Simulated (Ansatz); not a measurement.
Geometry optimisation, Ansatz, RKS B3LYP/def2-SVP.

input.yaml

```yaml
crystal:
  periodic: [false, false, false]
  atoms:
    - { symbol: Si, position_ang: [-0.2733, -0.5534, 0.028] }
    - { symbol: S, position_ang: [1.6563, 1.0704, 0.1122] }
    - { symbol: H, position_ang: [0.3156, -1.6155, -0.7631] }
    - { symbol: H, position_ang: [-1.0032, -0.2326, 1.2434] }
    - { symbol: "N", position_ang: [-1.3686, 0.102, -1.1267] }
    - { symbol: H, position_ang: [1.6896, -0.3891, 1.1626] }
    - { symbol: H, position_ang: [1.0301, -1.1045, 1.2642] }
    - { symbol: H, position_ang: [1.1475, 1.7921, 1.102] }
    - { symbol: H, position_ang: [-2.0123, 0.8468, -0.9057] }
    - { symbol: H, position_ang: [-1.1818, 0.0839, -2.1169] }
basis:
  gaussian: { orbitals: def2-SVP }
hamiltonian:
  xc: b3lyp
relax:
  f_tol: 0.15
  max_steps: 25
  restrain:
    - { distance: [0, 6], at: 1.42, k: 30.0 }
    - { distance: [5, 1], at: 1.36, k: 30.0 }
    - { distance: [0, 1], at: 3.46, k: 30.0 }
    - { distance: [5, 6], at: 1.92, k: 30.0 }
output:
  orbitals: {}
```

Run as:

```bash
$ ansatz run input.yaml --threads 2 --pin off --max-ram 3072MiB --backend cpu --events-out ev --progress --plain --runs-dir out
```

Question: Where does it end, and by what steps?

Answer: It converged. The restraints hold the end off the free minimum. After 21 steps the energy has fallen by 1.916 eV (the restraints' own energy left out); H4 moved furthest, 1.79 Å. Parted: Si1–S2. Joined: Si1–H7, S2–H6.

```tsv
step	energy less start (eV)	largest force component (eV/Å)	accepted
0	0.0000	2.333	yes
1	0.6642	1.339	yes
2	0.6059	1.677	yes
3	0.3728	1.915	yes
4	-0.1101	1.706	yes
5	-0.5805	1.193	yes
6	-1.0407	1.581	yes
7	-1.4349	1.410	yes
8	-1.6275	1.204	yes
9	-1.6732	1.309	yes
10	-1.7080	1.194	yes
11	-1.6855	1.848	no
12	-1.7304	1.152	yes
13	-1.7593	1.177	yes
14	-1.8033	1.032	yes
15	-1.8512	1.016	yes
16	-1.8859	0.918	yes
17	-1.8932	0.846	yes
18	-1.9086	0.830	yes
19	-1.9142	0.846	yes
20	-1.9124	0.860	no
21	-1.9160	0.851	yes
```

```xyz
10
Properties=species:S:1:pos:R:3
Si -0.630 -0.974 0.228
S 2.251 0.900 -0.242
H 0.291 -1.891 -0.504
H -1.829 -1.731 0.699
N -1.207 0.269 -0.829
H 1.751 0.232 0.830
H 0.092 -0.549 1.415
H 1.878 2.099 0.272
H -2.066 0.762 -0.601
H -0.529 0.884 -1.269
```

Whether the end is a true minimum wasn't checked by a vibrational analysis.

Run time: 43 s on 2 threads of Arm Neoverse V1, on a shared host, peak memory 0.16 GiB.
